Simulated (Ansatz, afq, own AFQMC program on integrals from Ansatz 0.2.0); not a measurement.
AlH4, doublet in 6-31G, levels against full CI

```xyz
5

Al   -0.1430    0.0003   -0.3172
H     1.0720    0.0043    4.7440
H    -0.7575   -0.0213    4.6738
H     1.7519    3.3047   -0.4510
H     1.7622   -3.2971   -0.4761
```

Basis 6-31G. Noble-gas cores (and the filled d shells of Ga–Kr and In–Xe) are frozen. Ansatz 0.2.0 and our own AFQMC program on the same integrals; the CISD trial comes from CCSD amplitudes, and released means the phaseless constraint is let go. Uncertainties: one standard error, sampling alone.

Determinant: UHF, the one that the program's search chose, which needn't be the lowest solution. The geometry is a point of a scan.

Full CI on the same integrals is exact in this basis and with this determinant's frozen core.

Cautions: strong correlation (T1 0.123, weight of the determinant 0.47, largest double 0.62); unrestricted determinant spin contaminated (⟨S²⟩ 2.53 against 0.75); the CCSD(T) amplitudes may be one of several solutions (largest double 0.62); the CCSDT(Q) amplitudes may be one of several solutions (largest double 0.62); the CCSDTQ amplitudes may be one of several solutions (largest double 0.62); the released energies are still falling, so no released level is given (meV from the phaseless value at times in 1/Eh: -11 ± 6 at 0.24, -24 ± 6 at 0.51, -21 ± 12 at 0.99, -53 ± 7 at 1.62, -70 ± 8 at 2.40), though the last usable value meets full CI within the noise.

```
T1 diagnostic                               : 0.1231
weight of the determinant in the CISD state : 0.473
⟨S²⟩ of the determinant                     : 2.532
size of the correlated space                : 7 electrons in 16 orbitals
```

| level | correlation energy (eV) |
| --- | --- |
| MP2 | -0.5190 |
| CCSD | -1.4697 |
| CCSD(T) | -1.4929 |

(1) Estimate where phaseless AFQMC with a CISD trial lies against CCSD(T) on the same integrals.

(1) 1.81 ± 0.23 mEh above CCSD(T).

Reference: full CI, correlation energy -1.526 eV. The cautions show a poor starting determinant, so the rows tell how each method copes with it here, and full CI is the sure value.

```json
{"level": "CCSD(T)", "E − E(reference) (mEh)": "1.21", "share of correlation (%)": "97.85"}
{"level": "CCSDT", "E − E(reference) (mEh)": "0.04", "share of correlation (%)": "99.92"}
{"level": "CCSDT(Q)", "E − E(reference) (mEh)": "0.00", "share of correlation (%)": "100.00"}
{"level": "CCSDTQ", "E − E(reference) (mEh)": "0.00", "share of correlation (%)": "100.00"}
{"level": "ph-AFQMC/CISD", "E − E(reference) (mEh)": "3.01 ± 0.23", "share of correlation (%)": "94.62"}
```

CCSDT and higher add their correlation energy to the determinant of the CCSD(T) run, since their own runs factorise the integrals more tightly (a shift of under 2 meV).
